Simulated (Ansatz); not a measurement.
# AlH₃ (singlet): the correlation ladder at a displaced geometry (v1), cc-pVDZ

Aim: climb from Hartree-Fock through coupled cluster for AlH₃ (singlet) at one geometry and basis, and see what each rung misses.

The runs use Ansatz 0.2.0, Gaussian basis; cc-pVDZ, core rule «outside noble gas», up to 5 orbitals frozen.

The runs, in order: UHF; CCSD(T) on RHF; BCCD(T) on RHF; CISD; CCSDT(Q) on RHF; CCSDTQ on RHF; Full CI.

25 further runs of the same task are left out: 8 for a known fault of the program, 6 that didn't finish, 11 set aside as unsound or not needed.

### 1 The geometry

The geometry is a PBE0/def2-TZVP stationary point (not a proven minimum) with its atoms shifted at random (size 0.040 Å).

4 atoms, charge 0, spin multiplicity 1.

Atoms are counted from 1 here; the program's logs count them from 0.

Bond lengths: Al1–H2 1.585 Å, Al1–H3 1.601 Å, Al1–H4 1.631 Å. Angles: H2–Al1–H3 118.3°, H2–Al1–H4 120.8°, H3–Al1–H4 120.8°.

Geometry (Å):

```xyz
4
AlH3
Al    0.0003   -0.0002    0.0030
H     1.5853   -0.0013   -0.0083
H    -0.7585    1.4087   -0.0536
H    -0.8352   -1.4007   -0.0181
```

### 2 UHF

The input, in.yaml:

```yaml
crystal:
  periodic: [false, false, false]
  atoms:
    - {symbol: Al, position_ang: [0.000314, -0.000248, 0.002986]}
    - {symbol: H, position_ang: [1.585257, -0.001339, -0.008250]}
    - {symbol: H, position_ang: [-0.758478, 1.408714, -0.053571]}
    - {symbol: H, position_ang: [-0.835185, -1.400740, -0.018105]}
basis:
  gaussian: {orbitals: cc-pVDZ}
magnetization: {spin_polarized: true, initial_magnetization: 0}
hamiltonian: {xc: hf}
output: {orbitals: {seedname: orbitals}}
```

The run is started by

```sh
$ ansatz run in.yaml --threads 1 --pin off --events-out ev --progress --plain --max-ram 2393MiB
```

Further steps of the session: CCSD(T) on RHF; BCCD(T) on RHF; CISD; CCSDT(Q) on RHF; CCSDTQ on RHF; Full CI.

Before running them: what should the planned runs give, taken together? Wanted: FCI below the RHF energy; RMP2 from FCI; RCCSD from FCI; RCCSD(T) from FCI; RCCSDT(Q) from FCI; T1 diagnostic; effectively unpaired electrons.

As calculated:

| quantity | value |
| --- | --- |
| FCI below the RHF energy | -2.7961 eV |
| RMP2 from FCI | +16.28 kcal/mol |
| RCCSD from FCI | +0.98 kcal/mol |
| RCCSD(T) from FCI | +0.27 kcal/mol |
| RCCSDT(Q) from FCI | +0.01 kcal/mol |
| levels within 1 kcal/mol (43 meV) | RCCSD, RCCSD(T), BCCD(T), RCCSDT, RCCSDT(Q), RCCSDTQ |
| T1 diagnostic | 0.009 |
| effectively unpaired electrons | 0.03 |

RCCSD(T) lands +0.27 kcal/mol from the yardstick (0.4 % of the correlation energy). One determinant dominates. These misses are within one basis, not against nature.
